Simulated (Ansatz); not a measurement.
# BF2 (SMILES F[B]F) at 6 levels

Aim: a comparison of 6 runs (UHF/3-21G, U-revPBE/cc-pVTZ, UBHLYP/cc-pVTZ, UPBE-QIDH/cc-pVTZ, UCCSD/cc-pVTZ, UCCSD(T)/cc-pVTZ) of BF2. 

The calculation is run with Ansatz 0.2.0.

39 further runs of the same task are left out: 39 set aside as unsound or not needed.

### 1 The system as given

The species is BF2 (3 atoms), meant as a doublet with charge 0. As SMILES, `F[B]F`. The F1–B2 distance was set to 1.698 Å, away from the relaxed value.

Bond lengths: B2–F3 1.306 Å. A long bond or contact: F1–B2 1.698 Å.

### 2 A single-point energy at UHF/3-21G (run 1)

run.yaml reads:

```yaml
crystal:
  periodic: [false, false, false]
  atoms:
    - {symbol: F, position_ang: [0.583336, -1.429774, 0.153609]}
    - {symbol: B, position_ang: [0.279000, 0.240500, 0.181300]}
    - {symbol: F, position_ang: [-0.802900, 0.738900, -0.354600]}
basis:
  gaussian:
    orbitals: 3-21G.json
hamiltonian:
  xc: hf
magnetization:
  spin_polarized: true
  initial_magnetization: 1
accuracy: high
output: {orbitals: {seedname: orbitals}}
```

The basis set 3-21G is read from a file made from the Basis Set Exchange's data (not shown).

On the command line:

```bash
$ ansatz run run.yaml --threads 1 --pin off --max-ram 3480MiB --events-out events.jsonl --progress --plain --runs-dir runs
```

The program printed:

```text
Warning: RAYON_NUM_THREADS=1 ignored (pool sized by the plan → 1); use --threads N
Functional definition: HF
  name "HF"
  exchange = exact_x
  correlation = 0
507 factors; integrals over basis functions are off by at most 1.6e-8 eV
mean field evaluation 1: about -6047.4209 eV, gradient 2.3e1 eV
mean field evaluation 2: about -6047.4341 eV, gradient 2.3e1 eV
mean field evaluation 4: about -6050.1941 eV, gradient 2.5e0 eV
mean field evaluation 8: about -6050.3164 eV, gradient 1.8e-1 eV
mean field evaluation 16: about -6050.3170 eV, gradient 6.4e-8 eV
mean field -6050.31702804 eV, -222.3450497282 hartree, gradient 6.4e-8 eV, S^2 0.763036; 0 other end points of the search recorded, 0 dependent functions left out
reference -6050.31702804 eV, -222.3450497282 hartree; 12, 11 occupied and 15, 16 virtual orbitals, 507 factors
Total energy: -6050.31702804 eV, -222.3450497282 hartree
```

Run time: 0.14 s. Hardware: 1 thread of Arm Neoverse V2, shared host.

### 3 A single-point energy at U-revPBE/cc-pVTZ (run 2)

molecule.yaml reads:

```yaml
crystal:
  periodic: [false, false, false]
  atoms:
    - {symbol: F, position_ang: [0.583336, -1.429774, 0.153609]}
    - {symbol: B, position_ang: [0.279000, 0.240500, 0.181300]}
    - {symbol: F, position_ang: [-0.802900, 0.738900, -0.354600]}
basis:
  gaussian:
    orbitals: cc-pVTZ
magnetization:
  spin_polarized: true
  initial_magnetization: 1
hamiltonian:
  xc: {name: revPBE}
accuracy: high
output: {orbitals: {seedname: orbitals}}
```

On the command line:

```bash
$ ansatz run molecule.yaml --threads 1 --pin off --max-ram 3480MiB --events-out events.jsonl --progress --plain --runs-dir runs
```

The program printed:

```text
Warning: RAYON_NUM_THREADS=1 ignored (pool sized by the plan → 1); use --threads N
Functional definition: revPBE
  name "revPBE"
  parameter kappa = 1.245
  parameter beta = 0.06672455060314922
  exchange = pbe_x(kappa = kappa, mu = beta*pi^2/3)
  correlation = pbe_c(beta = beta)
1395 factors; integrals over basis functions are off by at most 3.5e-9 eV
mean field evaluation 1: about -6107.3442 eV, gradient 2.9e1 eV
mean field evaluation 2: about -6066.1014 eV, gradient 1.1e2 eV
mean field evaluation 4: about -6109.6249 eV, gradient 8.5e0 eV
mean field evaluation 8: about -6109.8184 eV, gradient 5.0e-1 eV
mean field evaluation 16: about -6109.8194 eV, gradient 4.0e-5 eV
mean field -6109.81938313 eV, -224.5317209459 hartree, gradient 2.2e-8 eV, S^2 0.753270; 0 other end points of the search recorded, 0 dependent functions left out
reference -6109.81938657 eV, -224.5317210721 hartree; 12, 11 occupied and 78, 79 virtual orbitals, 1395 factors
Total energy: -6109.81938657 eV, -224.5317210721 hartree
```

Wall time 3.9 s (1 thread of Arm Neoverse V2, shared host); peak memory 0.18 GiB.

Runs 3 to 5 aren't shown in full; the table further down has their settings and results.

### 4 A single-point energy at UCCSD(T)/cc-pVTZ (run 6)

job.yaml reads:

```yaml
basis:
  gaussian: {orbitals: cc-pVTZ}
crystal:
  periodic: [false, false, false]
  atoms:
    - {symbol: F, position_ang: [0.583336, -1.429774, 0.153609]}
    - {symbol: B, position_ang: [0.279000, 0.240500, 0.181300]}
    - {symbol: F, position_ang: [-0.802900, 0.738900, -0.354600]}
correlation: {method: ccsd_t, frozen_orbitals: {B: 1, F: 1}}
magnetization: {spin_polarized: true, initial_magnetization: 1}
scf: {omitted_lower_state_checks: [cluster_reference, increment]}
accuracy: high
```

On the command line:

```bash
$ ansatz run job.yaml --threads 1 --pin off --max-ram 3480MiB --events-out events.jsonl --progress --plain --runs-dir runs
```

The program printed, cut to the lines that bear on the results:

```text
Warning: RAYON_NUM_THREADS=1 ignored (pool sized by the plan → 1); use --threads N
[... 2 set-up lines as earlier in the session ...]
[...]
1395 factors; integrals over basis functions are off by at most 3.5e-9 eV
[...]
mean field -6085.42298160 eV, -223.6351697259 hartree, gradient 8.2e-8 eV, S^2 0.758758; 0 other end points of the search recorded, 0 dependent functions left out
3 core orbitals not correlated: weight in the atoms' cores, before any rotation towards them, 1.000 or more for the frozen orbitals, at most 0.000 for the correlated occupied ones
reference -6085.42298160 eV, -223.6351697259 hartree; 9, 8 occupied and 78, 79 virtual orbitals, 1395 factors
second order -15.84290446 eV of doubles, -0.00000000 eV of singles
cycle   1  -15.36636646 eV  change    4.8e-1 eV  update   1.0e-1
[...]
cycle  25  -15.83682480 eV  change   -1.1e-9 eV  update   1.6e-9
perturbative correction -0.54369515 eV, -0.0199804281 hartree
Total energy: -6101.80350154 eV, -224.2371427308 hartree
Checks for a lower state left out: cluster_reference, increment
```

It took 21 s on 1 thread of Arm Neoverse V2, shared host; peak memory 0.78 GiB.

### 5 The series

```
run              level  frozen core orbitals  energy (Eh)  HOMO energy (eV)  LUMO energy (eV)   ⟨S²⟩  wall time
  1          UHF/3-21G                     –  -222.345050            -12.07              1.21  0.763     0.14 s
  2   U-revPBE/cc-pVTZ                     –  -224.531721             -6.78             -4.22  0.753      3.9 s
  3     UBHLYP/cc-pVTZ                     –  -224.511774             -9.84             -2.63  0.755      5.1 s
  4  UPBE-QIDH/cc-pVTZ                     3  -224.342376            -11.05             -1.19  0.756        6 s
  5      UCCSD/cc-pVTZ                     3  -224.217162                 –                 –  0.759       16 s
  6   UCCSD(T)/cc-pVTZ                     3  -224.237143                 –                 –  0.759       21 s
```

### 6 Results

```
                                          quantity          value
                               run 6: total energy  -224.23714 Eh
run 6: correlation energy (3 core orbitals frozen)     -602.0 mEh
                             run 6: (T) correction     -19.98 mEh
          run 6: ⟨S²⟩ of the reference determinant          0.759
                              run 6: T1 diagnostic          0.019
```

What this shows: Totals of different functionals can't be ranked against each other. All runs together took 52 s, the longest 21 s.
